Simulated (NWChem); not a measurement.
NH2, doublet; SMILES [NH2]

Program: NWChem. Pople sets run with spherical d functions. Spin-unrestricted. In the optimisation the excess spin sits in b2 (C2v, its own frame). Structure relaxed at the PBE0-D3(BJ)/def2-TZVP, spin-unrestricted level. No stability test was run on the SCF state.

Q: Taking TPSS/6-311++G** as the yardstick, which of these has the fewest basis functions while keeping “highest occupied level (eV)” within 0.05 eV of it: TPSS/STO-3G; TPSS/6-311G**; TPSS/6-31G*; TPSS/6-31+G*; TPSS/3-21G?

A: TPSS/6-31+G* (a larger set in the list lies outside the tolerance).
```tsv
level	basis functions	highest occupied level (eV)
TPSS/STO-3G	7	-3.93
TPSS/3-21G	13	-5.94
TPSS/6-31G*	18	-6.78
TPSS/6-31+G*	22	-7.22
TPSS/6-311G**	30	-6.90
TPSS/6-311++G**	36	-7.26
```

The yardstick is one finite set, not the basis-set limit.
